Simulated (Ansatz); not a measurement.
**N–CH$_{2}$, doublet: vertical spin and charge gaps**

Geometry (PBE0/def2-TZVP stationary point for this spin, not checked as a minimum):

```json
{"atom": "N", "x (Å)": "0.0000", "y (Å)": "0.0000", "z (Å)": "0.6600"}
{"atom": "C", "x (Å)": "0.0000", "y (Å)": "0.0000", "z (Å)": "-0.5768"}
{"atom": "H", "x (Å)": "0.0000", "y (Å)": "-0.9374", "z (Å)": "-1.1497"}
{"atom": "H", "x (Å)": "0.0000", "y (Å)": "0.9373", "z (Å)": "-1.1497"}
```

Basis cc-pVDZ; Ansatz 0.2.0. Correlated methods freeze the noble-gas cores. R marks a restricted (for open shells ROHF) determinant, U an unrestricted one. Active spaces: valence = (11e, 10o) chosen from the atoms' valence shells.

Gaps are energies of the second state less the first, at fixed atoms, for a selection of the levels run; each method lands on the state that its own search finds for that charge and spin.

Unrestricted rows (U, and Kohn–Sham where it breaks symmetry) aren't spin-pure: their determinants' ⟨S²⟩ exceeds S(S+1) by up to 0.18, so they mix in states of higher spin. For open shells CISD is restricted-active-space CI with the open shells as a complete middle space. A value is left out where its run failed or describes another state than the reference as far as symmetry and spin tell, or, spin-broken singlets apart, can't be checked.

Removing an electron, to the triplet: 12.560 eV at UCCSDT(Q).

| level | gap (eV) | error (meV) | ⟨S²⟩ where 0.1 over S(S+1) (first / second) |
| --- | --- | --- | --- |
| UMP2 | 12.397 | -163 | 0.93 / – |
| CISD | 12.204 | -356 | – / – |
| RCCSD(T) | 12.553 | -7 | – / – |
| UCCSD(T) | 12.542 | -18 | 0.93 / – |
| CASSCF (valence space) | 11.769 | -791 | – / – |
| NEVPT2 (valence space) | 12.442 | -118 | – / – |
| PBE0 | 12.646 | 86 | – / – |
| B3LYP | 12.715 | 155 | – / – |
| r2SCAN0 | 12.607 | 47 | – / – |
| B2PLYP | 12.617 | 57 | – / – |

Task: PBE gives 5.507 eV for quartet less doublet. Estimate what UCCSDT(Q) gives in cc-pVDZ.

Result: UCCSDT(Q) in cc-pVDZ gives 5.432 eV, so against it PBE is off by 0.075 eV, of which a good part can be the reference's own basis and frozen-core error.

```json
{"level": "RHF", "gap (eV)": "4.061", "error (meV)": "-1371", "⟨S²⟩ where 0.1 over S(S+1) (first / second)": "– / –"}
{"level": "UHF", "gap (eV)": "4.064", "error (meV)": "-1368", "⟨S²⟩ where 0.1 over S(S+1) (first / second)": "0.93 / –"}
{"level": "RMP2", "gap (eV)": "5.418", "error (meV)": "-14", "⟨S²⟩ where 0.1 over S(S+1) (first / second)": "– / –"}
{"level": "UMP2", "gap (eV)": "5.200", "error (meV)": "-232", "⟨S²⟩ where 0.1 over S(S+1) (first / second)": "0.93 / –"}
{"level": "CISD", "gap (eV)": "5.069", "error (meV)": "-363", "⟨S²⟩ where 0.1 over S(S+1) (first / second)": "– / –"}
{"level": "RCCSD", "gap (eV)": "5.286", "error (meV)": "-146", "⟨S²⟩ where 0.1 over S(S+1) (first / second)": "– / –"}
{"level": "UCCSD", "gap (eV)": "5.282", "error (meV)": "-150", "⟨S²⟩ where 0.1 over S(S+1) (first / second)": "0.93 / –"}
{"level": "RCCSD(T)", "gap (eV)": "5.417", "error (meV)": "-15", "⟨S²⟩ where 0.1 over S(S+1) (first / second)": "– / –"}
{"level": "UCCSD(T)", "gap (eV)": "5.405", "error (meV)": "-27", "⟨S²⟩ where 0.1 over S(S+1) (first / second)": "0.93 / –"}
{"level": "BCCD(T)", "gap (eV)": "5.416", "error (meV)": "-16", "⟨S²⟩ where 0.1 over S(S+1) (first / second)": "– / –"}
{"level": "RCCSDT", "gap (eV)": "5.420", "error (meV)": "-12", "⟨S²⟩ where 0.1 over S(S+1) (first / second)": "– / –"}
{"level": "UCCSDT", "gap (eV)": "5.418", "error (meV)": "-14", "⟨S²⟩ where 0.1 over S(S+1) (first / second)": "0.93 / –"}
{"level": "RCCSDT(Q)", "gap (eV)": "5.433", "error (meV)": "1", "⟨S²⟩ where 0.1 over S(S+1) (first / second)": "– / –"}
{"level": "CASSCF (valence space)", "gap (eV)": "5.586", "error (meV)": "154", "⟨S²⟩ where 0.1 over S(S+1) (first / second)": "– / –"}
{"level": "NEVPT2 (valence space)", "gap (eV)": "5.487", "error (meV)": "55", "⟨S²⟩ where 0.1 over S(S+1) (first / second)": "– / –"}
{"level": "NEVPT4(SD) (valence space)", "gap (eV)": "5.441", "error (meV)": "9", "⟨S²⟩ where 0.1 over S(S+1) (first / second)": "– / –"}
{"level": "MRCISD (valence space)", "gap (eV)": "5.457", "error (meV)": "25", "⟨S²⟩ where 0.1 over S(S+1) (first / second)": "– / –"}
{"level": "MRCISD+Q (valence space)", "gap (eV)": "5.438", "error (meV)": "6", "⟨S²⟩ where 0.1 over S(S+1) (first / second)": "– / –"}
{"level": "r2SCAN", "gap (eV)": "5.186", "error (meV)": "-246", "⟨S²⟩ where 0.1 over S(S+1) (first / second)": "– / –"}
{"level": "PBE0", "gap (eV)": "5.200", "error (meV)": "-232", "⟨S²⟩ where 0.1 over S(S+1) (first / second)": "– / –"}
{"level": "B3LYP", "gap (eV)": "5.369", "error (meV)": "-63", "⟨S²⟩ where 0.1 over S(S+1) (first / second)": "– / –"}
{"level": "wB97X-V", "gap (eV)": "5.445", "error (meV)": "13", "⟨S²⟩ where 0.1 over S(S+1) (first / second)": "– / –"}
{"level": "wB97M-V", "gap (eV)": "5.429", "error (meV)": "-3", "⟨S²⟩ where 0.1 over S(S+1) (first / second)": "– / –"}
{"level": "B2PLYP", "gap (eV)": "5.387", "error (meV)": "-45", "⟨S²⟩ where 0.1 over S(S+1) (first / second)": "– / –"}
{"level": "RPA-PBE", "gap (eV)": "5.483", "error (meV)": "51", "⟨S²⟩ where 0.1 over S(S+1) (first / second)": "– / –"}
```

In so small a basis the reference is far from its limit while semilocal and hybrid functionals are nearer theirs (RPA and double hybrids share part of the reference's basis error), so the functionals' errors here hold much of the reference's basis and frozen-core error, which can add to them or hide them.

Full CI isn't at hand for all of this; UCCSDT(Q) serves as the reference, and is uncertain by the last step of the cluster series or more. The frozen core follows each run's orbitals, which can shift R against U totals by a few meV.
